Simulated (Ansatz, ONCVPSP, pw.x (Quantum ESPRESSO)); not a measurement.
**Mo: one change to the ONCV potential, in the atom and in the bcc crystal**

Mo, optimised norm-conserving Vanderbilt (ONCV), made with ONCVPSP 4.0.1.1 (patched build) (PBE, scalar-relativistic). Core [Ar] 3d10, reference 4s2 4p6 4d5 5s1. Waves: 4s+5s: rc 2.00 bohr, ncon 3, nbas 7, qcut 7.1 1/bohr, 2 projectors; 4p: rc 1.55 bohr, ncon 4, nbas 8, qcut 7.8 1/bohr, 3 projectors, debl 0.5 Ha; 4d: rc 2.20 bohr, ncon 4, nbas 9, qcut 5.7 1/bohr, 3 projectors, debl 1.2 Ha. Local part: polynomial inside 1.50 bohr (lpopt 5, dvloc0 3 Ha). Core correction: Teter function, fcfact 5.25, rcfact 1.65.

In the p channel the program set the typed energies aside and used -1.414, 0.250, 0.750 Ha.

Change: all radii but the core radius scaled by about 1.29 (s 2.58, p 2.00, d 2.84 bohr); local potential polynomial inside 1.94 bohr (lpopt 5, dvloc0 3 Ha).

Cutoffs, loose and tight: the cutoffs (Ha) at which the residual kinetic energy of the hardest occupied pseudo-wave falls to 1 and 0.1 mHa per electron. They do not see the model core or the augmentation charge, which bear on the density cutoff. Test errors are all-electron minus pseudo excitation energies from the reference, over the configurations 4s2 4p6 4d5 5s0; 4s2 4p6 4d4 5s0; 4s2 4p6 4d3 5s0; 4s2 4p5 4d5 5s1; variants that change the core or the reference have their own tests.

Crystal test: bcc Mo in pw.x 7.5, no spin, 15³ k-points, Fermi–Dirac smearing 0.01 Ry, cutoffs set for each file from its atomic test. The reference is all-electron LAPW (Ansatz 0.2.0) with the same functional, mesh and smearing; V0 and B0 come from Birch–Murnaghan fits to the pressures at five volumes. Errors are pseudo minus all-electron; Δ is the rms difference of the E(V) curves that follow from these fits, minima aligned, over ±6 % about the mean V0. Mesh and smearing are coarse, so the numbers serve the comparison and aren't converged zero-temperature values; the lattice is a test structure that the element need not adopt.

All-electron: a0 = 3.162 Å (V0 = 15.80 Å³/atom), B0 = 259.2 GPa.

Task: Does the change bring the crystal closer to the all-electron result?

Result: The mean pressure error goes from +1.27 to +3.77 GPa, so the change moves the solid further from the all-electron pressures. At 80 % of its cutoff the pressure of the base moves by -2.14 GPa.

```csv
quantity,base,changed
outcome (atom),"generated, projector energies reset by the program","generated, projector energies reset by the program"
"cutoff, loose (atom)",21 Ha,13 Ha
"cutoff, tight (atom)",26 Ha,15 Ha
bound ghosts (atom),none,none
largest test error (meV) (atom),-91,-202
cutoffs in pw.x (Ry),65/260,50/200
a0 (Å),3.167,3.177
a0 error (%),+0.16,+0.47
B0 error (%),+0.0,-0.9
Δ (meV/atom),4.3,12.7
mean pressure error (GPa),+1.27,+3.77
```

Changed file: The largest radius (2.84 bohr) exceeds half the bond length (2.59 bohr), so the spheres overlap, which is one possible source of error among others.
